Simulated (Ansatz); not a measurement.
Geometry optimisation, RKS LDA/def2-SVPD in Ansatz 0.2.0.

input.yaml

```yaml
crystal:
  periodic: [false, false, false]
  atoms:
    - { symbol: Li, position_ang: [-2.56841, 0.67904, 0.38107] }
    - { symbol: B, position_ang: [-0.65982, 0.15562, 0.08854] }
    - { symbol: C, position_ang: [0.68129, -0.17848, -0.10037] }
    - { symbol: H, position_ang: [1.02605, -1.11179, -0.53612] }
    - { symbol: H, position_ang: [1.52089, 0.45561, 0.16688] }
basis:
  gaussian: { orbitals: def2-SVPD }
hamiltonian:
  xc: lda
relax:
  f_tol: 0.02
  max_steps: 40
scf:
  lower_state_search: "off"
output:
  orbitals: {}
```

Run as:

```bash
$ ansatz run input.yaml --threads 1 --pin off --max-ram 2048MiB --backend cpu --events-out ev --progress --plain --runs-dir out
```

**Question.** Where does it end, and by what steps?

**Answer.** The forces met the threshold. After 5 steps the energy has fallen by 0.061 eV; Li1 moved furthest, 0.09 Å.

```tsv
step	energy less start (eV)	largest force component (eV/Å)	accepted
0	0.0000	0.742	yes
1	-0.0578	0.179	yes
2	-0.0581	0.128	yes
3	-0.0601	0.270	yes
4	-0.0610	0.054	yes
5	-0.0610	0.001	yes
```

```xyz
5
Properties=species:S:1:pos:R:3
Li -2.655 0.690 0.389
B -0.636 0.166 0.093
C 0.711 -0.185 -0.104
H 1.025 -1.146 -0.552
H 1.555 0.475 0.174
```

The run took 4.7 s on 1 thread of Arm Neoverse V1, with other jobs on the host, peak memory 0.11 GiB.
